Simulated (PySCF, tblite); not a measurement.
# C3H5FS+ (doublet): geometry, infrared bands and EPR parameters

Wanted: the infrared bands and EPR parameters of C3H5FS+ (doublet) (`C[C@@]1(F)C[S+]1`), by calculation.

The runs use tblite 0.8.0 and PySCF 2.14.0, with density-fitted response routines of our own; the level of theory stands in each step. All values are computed, except where a source is named. Atoms are numbered from 0 throughout.

### Step 1. The molecule as given

10 atoms, charge 1, multiplicity 2; geometry from: force field or distance geometry start.

Bonds of the start (Å): C0–C1 1.50, C1–F2 1.38, C1–C3 1.53, C3–S4 1.79, S4–C1 1.80, C0–H5 1.11, C0–H6 1.11, C0–H7 1.11, C3–H8 1.12, C3–H9 1.12.

### Step 2. Optimising the geometry with GFN2-xTB

Job settings and geometry (Å):

```
{"job": {"kind": "relax", "xc": "GFN2-xTB", "basis": "xTB"}, "charge": 1, "multiplicity": 2}
C     -1.209300    -0.046800    -0.132900
C      0.188000     0.469800    -0.305700
F      0.395800     1.837700    -0.277400
C      1.222600    -0.379500     0.427900
S      1.353800    -0.413000    -1.356900
H     -1.305600    -1.012200    -0.670200
H     -1.492300    -0.113800     0.934000
H     -1.884000     0.712500    -0.580600
H      0.800900    -1.292600     0.922400
H      1.939000     0.242400     1.016900
```

On the command line:

```console
$ OMP_NUM_THREADS=1 python probes_run.py task.json out
```

This one command runs all jobs of the session in turn.

**Question.** This job is followed by: GFN2-xTB harmonic vibrations, gas phase; UKS B3LYP, pcH-1 on C F H S, non-relativistic, mean-field spin-orbit, GIAO. Predict these results of the whole session: strongest single infrared mode (GFN2-xTB); zero-point energy (GFN2-xTB); g(iso) (B3LYP); ⟨S²⟩; largest a(iso) (averaged by class); property runs in this session.

**Answer**, as computed:

```
                                 quantity                                            value
strongest single infrared mode (GFN2-xTB)                            1334 cm⁻¹, 236 km/mol
             zero-point energy (GFN2-xTB)                                    44.6 kcal/mol
                           g(iso) (B3LYP)                                          2.02437
                                     ⟨S²⟩                               0.754 (exact 0.75)
       largest a(iso) (averaged by class)                               1H on H8, 93.1 MHz
            property runs in this session  1, of which 0 failed and 1 gave unsound results
```

The optimisation took 53 steps and gained 0.410 eV; among the close pairs (by a distance rule), C1–S4 changed most, from 1.801 to 1.903 Å. All 24 modes are real, so the xTB geometry is a minimum. The strongest single mode, at 1334 cm⁻¹, has its largest shares on C3, H9, H8 and C1 (the list is cut at 4 atoms). Unscaled tight-binding wavenumbers are off by several per cent, some by more. Its intensities can rank the bands wrongly. Most of the unpaired spin sits on S4 (0.98 e). The isotropic g lies 22.1 ppt above the free-electron value. These values are not to be trusted: the run shows nearly degenerate orbitals, where second-order g theory doesn't apply. The conformer search found further structures of the same energy, which may be mirror or relabelled copies of this one.
